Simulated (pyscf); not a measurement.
Single points on ωB97X-D3(BJ)/def2-SVP structures (PySCF, gas phase).

Problem. For the elementary gas-phase step F–CH(F)–CH(Cl)–Cl (SMILES FC(F)C(Cl)Cl) -> Cl–CH₂–Cl (SMILES ClCCl) + F–C:–F (SMILES F[C]F) [singlet] (singlet surface; C–C, C–H broken, C–H formed), what barrier and reaction energy does ωB97M-D3(BJ)/def2-TZVP give, measured from the reactant's lowest minimum found?

Solution. ΔE‡ = 3.96 eV, ΔE = +2.41 eV. Zero-point energy shifts the barrier by -0.18 eV. It is a 1,1-elimination, with an imaginary mode of 1296i cm⁻¹. The same reactants have a lower exit, to F–CH(F)–CH•–Cl + Cl• (no saddle counted: cutting one bond costs +3.45 eV at ωB97M-D3(BJ), against +3.96 eV here). This is the saddle that the search found; another between the same sides may lie lower. A restricted solution here is unstable towards spin polarisation, so biradical character is likely and single-reference numbers are less safe.
